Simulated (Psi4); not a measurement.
Reaction (SMILES): N#N (N2) + H+ → N#[NH+]
B3LYP-D3(BJ)/def2-TZVP geometries, fixed; electronic energies without zero-point terms; positive where energy is released.

Basis-set convergence of the proton affinity at HF with Psi4. Cartesian d functions, on some or all atoms, in 6-31G*, 6-31+G*; all else is spherical. Density fitting with the program's default auxiliary sets. Psi4's default fitting sets serve the pcseg sets less well. No added dispersion term, no relativity. Functions are those of the species that has most. Reference: the value in aug-cc-pVQZ, 121.26 kcal/mol, itself unsure by roughly 0.13 kcal/mol (its mean distance from cc-pV5Z, def2-QZVPPD, def2-QZVPP).

| basis | functions | proton affinity (kcal/mol) |
|---|---|---|
| STO-3G | 11 | 138.28 |
| 6-31G | 20 | [?] |
| pcseg-0 | 20 | 116.08 |
| def2-SV(P) | 30 | [?] |
| 6-31G* | 32 | 117.73 |
| def2-SVP | 33 | 121.11 |
| 6-31+G* | 40 | 116.89 |
| def2-TZVP | 68 | [?] |
| cc-pVTZ | 74 | 121.52 |
| pcseg-2 | 74 | 121.48 |
| def2-TZVPP | 76 | 121.25 |
| def2-TZVPPD | 91 | 121.16 |
| jun-cc-pV(T+d)Z | 92 | [?] |
| def2-QZVPP | 144 | 121.46 |
| pcseg-3 | 153 | 121.43 |
| aug-pcseg-3 | 219 | 121.37 |
| cc-pV5Z | 237 | 121.41 |
| pcseg-4 | 263 | 121.38 |

Task: What belongs in the gaps?

Result: 
- 6-31G, proton affinity (kcal/mol): 122.54
- def2-SV(P), proton affinity (kcal/mol): 116.46
- def2-TZVP, proton affinity (kcal/mol): 120.85
- jun-cc-pV(T+d)Z, proton affinity (kcal/mol): 121.01
